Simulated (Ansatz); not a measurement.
We consider hcp Be, described by PBE-D3(BJ) in Ansatz (PAW).

Settings: plane-wave cutoff 520 eV, 30×30×16 k mesh (along the axes of the cell as run), Fermi–Dirac smearing 0.05 eV, scalar-relativistic PAW data made under PBE.

Response to compression and expansion:

Shape and atoms are relaxed at each volume.

```tsv
V (Å³/atom)	P (GPa)	c (Å)	a (Å)
7.135	5.82	3.452	2.185
7.284	2.79	3.474	2.201
7.433	0.00	3.495	2.216
7.581	-2.55	3.516	2.231
7.730	-4.90	3.537	2.247
```

Note: the bulk modulus comes from volumes at which shape and atoms were relaxed.

Ansatz is an electronic-structure program.
